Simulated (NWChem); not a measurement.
System meant: AlF₃; SMILES [F][Al]([F])[F]

Here is an NWChem input.

```
start job
memory heap 200 mb stack 900 mb global 1100 mb
geometry units angstroms noautoz
  Al     0.000000     0.000000     0.000000
  F     -0.463021    -1.573299     0.000000
  F     -1.131006     1.187638     0.000000
  F      1.594027     0.385661     0.000000
end
basis spherical
  Al library def2-svp
  F library def2-svp
end
dft
  odft
  mult 2
  xc b3lyp
  iterations 150
  mulliken
end
task dft energy
```

End of the output:

```
 ==============================================================================
                                 internuclear angles
 ------------------------------------------------------------------------------
        center 1       |       center 2       |       center 3       |  degrees
 ------------------------------------------------------------------------------
    2 F                |   1 Al               |   3 F                |   120.00
    2 F                |   1 Al               |   4 F                |   120.00
    3 F                |   1 Al               |   4 F                |   120.00
 ------------------------------------------------------------------------------
                            number of included internuclear angles:          3
 ==============================================================================

 Summary of "ao basis" -> "" (spherical)
 ------------------------------------------------------------------------------
       Tag                 Description            Shells   Functions and Types
 ---------------- ------------------------------  ------  ---------------------
 Al                         def2-svp                 8       18   4s3p1d
 F                          def2-svp                 6       14   3s2p1d

                                 NWChem DFT Module
                                 -----------------

 Summary of "ao basis" -> "ao basis" (spherical)
 ------------------------------------------------------------------------------
       Tag                 Description            Shells   Functions and Types
 ---------------- ------------------------------  ------  ---------------------
 Al                         def2-svp                 8       18   4s3p1d
 F                          def2-svp                 6       14   3s2p1d

      Symmetry analysis of basis
      --------------------------

        a'         15
        e'+        14
        e'-        14
        a"          7
        e"+         5
        e"-         5

  Rotation of axis
  number of electrons :                   40
  multiplicity        :                    2
 ------------------------------------------------------------------------
  no. of electrons and multiplicity not compatible                  40
 ------------------------------------------------------------------------
 ------------------------------------------------------------------------
  current input line :
    20: task dft energy
 ------------------------------------------------------------------------
 ------------------------------------------------------------------------
 There is an error in the input file
 ------------------------------------------------------------------------
 For more information see the NWChem manual at https://nwchemgit.github.io

0: no. of electrons and multiplicity not compatible:Received an Error in Communication
```

Find the fault in this run and fix the input.

The program refused the input. Cause: the multiplicity doesn't fit the number of electrons (an even count wants an odd multiplicity, and the reverse). This input runs:
```
start job
memory heap 200 mb stack 900 mb global 1100 mb
geometry units angstroms noautoz
  Al     0.000000     0.000000     0.000000
  F     -0.463021    -1.573299     0.000000
  F     -1.131006     1.187638     0.000000
  F      1.594027     0.385661     0.000000
end
basis spherical
  * library def2-svp
end
dft
  xc b3lyp
  iterations 150
  mulliken
end
task dft energy
```
It converges to -541.87702 Ha (B3LYP/def2-SVP).
